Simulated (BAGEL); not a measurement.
How the cost of HF grows with the basis: C4H10S (2-methyl-2-propanethiol)

C4H10S has 15 atoms, charge 0, and is taken as a singlet. SMILES: `CC(C)(C)S`. Geometry: relaxed at PBE0-D4/def2-TZVP. This is one conformer, not always the lowest.

HF (density fitting with tzvpp-jkfit), energy, BAGEL 1.2.2, on 1 thread of Intel Xeon at 2.30GHz, shared host. N is the number of basis functions, t the processor time.

```
      basis    N  t (s)   ln N   ln t
   def2-SVP  124    3.2  4.820  1.163
  def2-SVPD  187    5.4  5.231  1.686
  def2-TZVP  221    6.7  5.398  1.902
 def2-TZVPP  306     10  5.724  2.303
def2-TZVPPD  369      ?  5.911      ?
```

Question: Fit t = C·Nᵖ to the known rows and estimate the time in def2-TZVPPD.

Answer: 
1. Means of the 4 rows: ln N = 5.29325, ln t = 1.7635.
2. Σ(Δln N)² = 0.42436, Σ(Δln N·Δln t) = 0.53591, so the slope is 0.53591/0.42436 = 1.2629.
3. Intercept: 1.7635 − (1.2629) × 5.29325 = -4.9213. The largest residual of the fit is 0.0062.
4. ln t = -4.9213 + 1.2629 × 5.911, so t ≈ 13 s.

The run took 14 s, so the estimate is too short by a factor of about 1.1. The fitted power is 1.3, with the electron count fixed. So low a power shows that fixed costs still weigh.
